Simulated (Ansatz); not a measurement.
in.yaml

```yaml
crystal:
  periodic: [false, false, false]
  atoms:
    - {symbol: Ge, position_ang: [-0.992230, 0.000000, 0.000000]}
    - {symbol: H, position_ang: [-1.503680, 1.446599, 0.000000]}
    - {symbol: H, position_ang: [-1.503679, -0.723300, 1.252792]}
    - {symbol: H, position_ang: [-1.503680, -0.723299, -1.252792]}
    - {symbol: H, position_ang: [0.601770, 0.000000, 0.000000]}
    - {symbol: Si, position_ang: [2.399770, 0.000000, 0.000000]}
    - {symbol: H, position_ang: [2.849744, -1.416253, 0.000000]}
    - {symbol: H, position_ang: [2.849744, 0.708127, -1.226511]}
    - {symbol: H, position_ang: [2.849744, 0.708127, 1.226511]}
basis:
  gaussian: {orbitals: cc-pVDZ}
magnetization: {spin_polarized: false, initial_magnetization: 1}
correlation: {method: ccsd_t, electrons: outside_noble_gas}
```

```sh
$ ansatz run in.yaml --threads 1 --pin off --events-out ev --progress --plain --max-ram 4096MiB --backend cpu
```

Output:

```
808 factors; integrals over basis functions are off by at most 1.3e-3 eV
mean field evaluation 1: about -64441.7831 eV, gradient 1.2e1 eV
mean field evaluation 2: about -64441.7866 eV, gradient 1.2e1 eV
mean field evaluation 4: about -64442.8125 eV, gradient 7.7e-1 eV
mean field evaluation 8: about -64442.8194 eV, gradient 1.7e-3 eV
mean field evaluation 16: about -64442.8194 eV, gradient 2.6e-6 eV
mean field -64442.81936853 eV, -2368.2299308817 hartree, gradient 2.6e-6 eV, S^2 0.750000; 0 other end points of the search recorded, 0 dependent functions left out
19 core orbitals not correlated: weight in the atoms' cores, before any rotation towards them, 0.999 or more for the frozen orbitals, at most 0.000 for the correlated occupied ones
reference -64442.81936853 eV, -2368.2299308817 hartree; 8, 7 occupied and 53, 54 virtual orbitals, 808 factors
second order -6.05715630 eV of doubles, -0.06257394 eV of singles
cycle   1  -7.22397281 eV  change    -1.1e0 eV  update   7.6e-2
cycle   2  -7.61092045 eV  change   -3.9e-1 eV  update   2.7e-2
cycle   3  -7.62541400 eV  change   -1.4e-2 eV  update   7.0e-3
cycle   4  -7.62357402 eV  change    1.8e-3 eV  update   2.3e-3
cycle   5  -7.62263371 eV  change    9.4e-4 eV  update   8.6e-4
cycle   6  -7.62253103 eV  change    1.0e-4 eV  update   2.9e-4
cycle   7  -7.62264789 eV  change   -1.2e-4 eV  update   9.6e-5
cycle   8  -7.62268543 eV  change   -3.8e-5 eV  update   2.9e-5
cycle   9  -7.62267809 eV  change    7.3e-6 eV  update   7.9e-6
perturbative correction -0.16279694 eV, -0.0059826772 hartree
Total energy: -64450.60484356 eV, -2368.5160418120 hartree
```

Ran on 1 thread of AMD EPYC 7R13, shared host: 4.9 s wall, 0.31 GiB peak host memory.
